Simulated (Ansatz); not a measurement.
# Si2NH6 (SMILES N[SiH][SiH3]): the energy, rung by rung

Si2NH6: 9 atoms, total charge 0, spin state doublet. SMILES: `N[SiH][SiH3]`. The shape was relaxed beforehand at B3LYP/def2-SVP. This is one conformer, not always the lowest.

```xyz
9

N    -0.7998    0.8425   -1.4155
Si   -0.4329    0.9159    0.2916
Si    0.6265   -1.0825    0.9728
H    -1.3835    0.0989   -1.7886
H    -0.9139    1.6963   -1.9554
H     0.4775    2.1000    0.4513
H     1.9438   -1.3420    0.3093
H    -0.2721   -2.2383    0.6668
H     0.8429   -1.0370    2.4506
```

Quantity: the dissociation energy of the H9–Si3 bond into doublet H and singlet Si2NH5 (shapes relaxed at B3LYP/def2-SVP, no zero-point term), in eV. The values are calculated.

```
              level                    kind  program  value (eV)  CPU time (all runs)
      UHF/def2-TZVP            Hartree–Fock   Ansatz        3.13                4.2 s
     UPBE/def2-TZVP                     GGA   Ansatz        2.76                7.8 s
 U-r2SCAN/def2-TZVP                meta-GGA   Ansatz        3.01                 16 s
   UB3LYP/def2-TZVP           global hybrid   Ansatz        3.02                9.8 s
U-wB97M-V/def2-TZVP  range-separated hybrid   Ansatz        2.81                 39 s
```

The values span 2.76 to 3.13 eV. A fragment with an even electron count was run as a singlet and may have a lower triplet. Measured bond enthalpies also hold zero-point and thermal terms, a few tenths of an eV less. Times are those of the runs behind each value, whatever else they computed, on shared processors of several kinds: orders of magnitude only.
